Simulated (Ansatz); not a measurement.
Process, species as SMILES: ClC (CH3-Cl) → CH3Cl+ (doublet, bonded as CCl) + e-
B3LYP-D3(BJ)/def2-TZVP geometries, fixed; electronic energies without zero-point terms.

Basis-set convergence of the adiabatic ionisation energy at HF with Ansatz (an electronic-structure program). Cartesian d functions, on some or all atoms, in 6-31+G*, 6-311+G**; all else is spherical. Open shells are unrestricted. No added dispersion term, no relativity. Functions are those of the species that has most. Reference: the value in aug-pcseg-3, 10.284 eV, itself unsure by roughly 0.002 eV (its mean distance from aug-cc-pV(Q+d)Z, cc-pV(5+d)Z, def2-QZVPPD). Deviations are taken from unrounded values.

```json
[
 {"basis": "6-31+G*", "functions": "48"},
 {"basis": "6-311+G**", "functions": "71"},
 {"basis": "def2-SVPD", "functions": "71"},
 {"basis": "aug-cc-pV(D+d)Z", "functions": "82"},
 {"basis": "6-311++G(2d,2p)", "functions": "92"},
 {"basis": "def2-TZVPD", "functions": "110"},
 {"basis": "jun-cc-pV(T+d)Z", "functions": "129"},
 {"basis": "def2-TZVPPD", "functions": "139"},
 {"basis": "6-311++G(3df,3pd)", "functions": "140"},
 {"basis": "aug-cc-pV(T+d)Z", "functions": "170"},
 {"basis": "def2-QZVPPD", "functions": "241"},
 {"basis": "aug-cc-pV(Q+d)Z", "functions": "307"}
]
```

Task: Which is the smallest set listed that can be trusted to 0.05 eV here, that is, within that of the reference together with its larger relatives (same family, alike in diffuse functions; a set with none to test it counts only in the reference's own line)?

Result: The smallest set listed that lies within 0.05 eV of the reference with all its larger relatives (same family, alike in diffuse functions; a set with none counts only in the reference's own line) is def2-TZVPD (110 functions, 0.010 eV off). Inside, with no larger relative to test it: 6-311++G(3df,3pd). Value minus reference: 6-31+G* 0.150, 6-311+G** 0.118, def2-SVPD 0.159, aug-cc-pV(D+d)Z 0.070, 6-311++G(2d,2p) 0.065, def2-TZVPD 0.010, jun-cc-pV(T+d)Z 0.012, def2-TZVPPD 0.007, 6-311++G(3df,3pd) 0.018, aug-cc-pV(T+d)Z 0.008, def2-QZVPPD 0.003, aug-cc-pV(Q+d)Z 0.002 eV.
